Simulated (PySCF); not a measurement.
# NH2: computed EPR parameters against published values

The experiment to reproduce: a(14N N1) 28 MHz [2]; a(1H H2/H3) -67 MHz [2]. Sources and the comparison follow the method.

Compound: NH₂ (doublet state).
Structure used (PBE0-D3(BJ)/def2-SVP), in Å, numbered top down from 1:
```xyz
3
NH2 angstrom
N      0.011    0.435   -0.005
H     -0.794   -0.215   -0.022
H      0.806   -0.226    0.002
```

The species is `[NH2]` [radical].

Theory: UKS B3LYP, IGLO-III on N, pcH-1 on H, non-relativistic, mean-field spin-orbit, GIAO (PySCF).

```json
{"nucleus": "1H H2/H3", "computed a_iso (MHz)": "-63.4", "published": "-23.73 G", "in MHz": "-66.6", "difference of magnitudes (MHz)": "-3.2", "source": "[1] equilibrium geometry, as quoted"}
{"nucleus": "14N N1", "computed a_iso (MHz)": "27.8", "published": "9.84 G", "in MHz": "27.6", "difference of magnitudes (MHz)": "+0.2", "source": "[1] equilibrium geometry, as quoted"}
{"nucleus": "14N N1", "computed a_iso (MHz)": "27.8", "published": "28 MHz", "in MHz": "28.0", "difference of magnitudes (MHz)": "-0.2", "source": "[2]"}
{"nucleus": "14N N1", "computed a_iso (MHz)": "27.8", "published": "26 MHz", "in MHz": "26.0", "difference of magnitudes (MHz)": "+1.8", "source": "[3] equilibrium geometry"}
{"nucleus": "1H H2/H3", "computed a_iso (MHz)": "-63.4", "published": "-67 MHz", "in MHz": "-67.0", "difference of magnitudes (MHz)": "-3.6", "source": "[2]"}
{"nucleus": "1H H2/H3", "computed a_iso (MHz)": "-63.4", "published": "-68.7 MHz", "in MHz": "-68.7", "difference of magnitudes (MHz)": "-5.3", "source": "[3] equilibrium geometry"}
```

Values published in field units are turned into MHz with the computed g_iso.

Sources: [1] computed, UCCSD(T), gas; Giner, Tenti, Angeli, Ferre, Computation of the isotropic hyperfine coupling constant: efficiency and insights from a new approach based on wave function theory, J. Chem. Theory Comput.. [2] measured; Tran, Improving perturbation theory for open-shell molecules via self-consistency, arXiv:2107.11260 (experimental column from Kossmann, Neese). [3] computed, CCSD(T), gas; Tran, Improving perturbation theory for open-shell molecules via self-consistency, arXiv:2107.11260 (experimental column from Kossmann, Neese).

In relative terms the largest miss is 1H H2/H3, by 5 %. The measured numbers hold vibrational averaging and, outside the gas phase, effects of the matrix or solvent; the computed ones belong to one rigid, isolated geometry and carry the errors of functional and basis. An EPR spectrum gives magnitudes, so published signs often rest on theory.

The largest Mulliken spin population is on N1 (+1.08).

⟨S²⟩ = 0.7532 against the exact 0.7500, so spin contamination is small.
